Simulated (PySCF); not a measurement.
A GIAO shielding run with PySCF (density fitting, non-relativistic, gas phase) on SMILES O=P(O)(O)O, H3O4P:

```
$ OMP_NUM_THREADS=1 python probes_run.py task.json out

{"job": {"kind": "nmr", "xc": "PBE0", "basis": "cc-pVDZ", "pop": true}, "charge": 0, "multiplicity": 1}
O      0.351118    -0.168617     1.712271
P      0.009158    -0.087308     0.283374
O     -0.380383     1.375675    -0.272622
O      1.171345    -0.538193    -0.737589
O     -1.242778    -0.978741    -0.161628
H     -0.331647     2.024983     0.440312
H      1.952625    -0.817602    -0.244500
H     -1.520903    -0.822840    -1.072833
```

Hardware: 1 thread of an Arm Neoverse V1, shared host. The job also computes population analyses, field gradients.

Q: How large is the calculation?

A: 50 electrons, 89 basis functions and 533 auxiliary functions.

Q: How long does it take, and how much memory does it need?

A: 5.2 s of wall time, with 13 SCF cycles and 4 response iterations; peak memory 0.48 GiB. Times on a shared host scatter by some tens of per cent.

Q: And these other runs on the same molecule and hardware: GIAO shielding at PBE0/IGLO-III; GIAO shielding at PBE0/aug-cc-pVDZ; GIAO shielding at PBE0/cc-pVTZ; GIAO shielding at PBE0/pcSseg-0?

A: PBE0/IGLO-III: 214 functions, 17 s; PBE0/aug-cc-pVDZ: 146 functions, 9.7 s; PBE0/cc-pVTZ: 196 functions, 15 s; PBE0/pcSseg-0: 55 functions, 3 s.
